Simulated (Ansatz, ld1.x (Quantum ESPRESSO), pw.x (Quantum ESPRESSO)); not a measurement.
## From atom to crystal: TM potential for Te (Z = 52)

- Element: Te (Z = 52)
- Generator: ld1.x (Quantum ESPRESSO) 7.5
- Type: norm-conserving Troullier–Martins (Kleinman–Bylander form)
- Functional: LDA (PW92)
- Relativity: scalar-relativistic
- Frozen core: [Kr] 4d10
- Valence charge: 6
- Reference configuration: 5s2 5p4
- Partial waves: 5p (bound): rc 1.65 bohr; 5d channel at -0.1 Ry: rc 1.30 bohr; 5s (bound): rc 1.60 bohr
- Local potential: the s channel
- Core correction: a·sin(br)/r model core inside 0.70 bohr

Atomic tests: cutoffs needed: 45 Ry and 100 Ry (the cutoffs (Ry, on a coarse ladder) from which the occupation-weighted sum of valence levels, in a spherical-Bessel basis at the reference potential, stays within 10 and 1 mRy of its value at 400 Ry); ghost test: no extra level below or beside the all-electron valence levels (p, d, s, f tested) (spherical-Bessel basis up to 400 Ry, 20 bohr box); largest excitation error: -241 meV (all-electron minus pseudo) for 5s2 5p0, out of 7 test configurations.

Crystal test: diamond Te in pw.x 7.5, no spin, 8³ k-points, Fermi–Dirac smearing 0.01 Ry, cutoffs 120/480 Ry. The reference is all-electron LAPW (Ansatz 0.2.0) with the same functional, mesh and smearing; V0 and B0 come from Birch–Murnaghan fits to the pressures at five volumes. Errors are pseudo minus all-electron; Δ is the rms difference of the E(V) curves that follow from these fits, minima aligned, over ±6 % about the mean V0. Mesh and smearing are coarse, so the numbers serve the comparison and aren't converged zero-temperature values; the lattice is a test structure that the element need not adopt.

All-electron: a0 = 7.003 Å (V0 = 42.93 Å³/atom), B0 = 32.3 GPa.

How far does the potential miss the all-electron equation of state?

mean pressure error (GPa): -5.10. The pressure does not cross zero within the volumes sampled, so no fit is given. This is a poor potential for the solid. The logarithmic derivative shows an extra or strongly shifted pseudo pole above the reference energy (d near 1.87 Ry).

```
V (Å³/atom)  P all-electron (GPa)  P pseudo (GPa)
     40.805                  1.84           -4.30
     41.879                  0.85           -4.71
     42.953                 -0.01           -5.05
     44.027                 -0.77           -5.35
     45.101                 -1.43           -5.60
```

At the middle volume, how do free energy and pressure move when the wave cutoff is lowered (ecutrho kept at four times it)?

```tsv
cutoff (Ry)	shift of F (meV/atom)	shift of P (GPa)
54	+62.5	-0.51
72	+18.4	-0.09
96	+7.3	-0.15
```

The run at the middle volume (29 k-points, 7 iterations) took about 1.8 min on one core of a shared host (Neoverse-V2, 96 threads, 742 GiB, load 75).
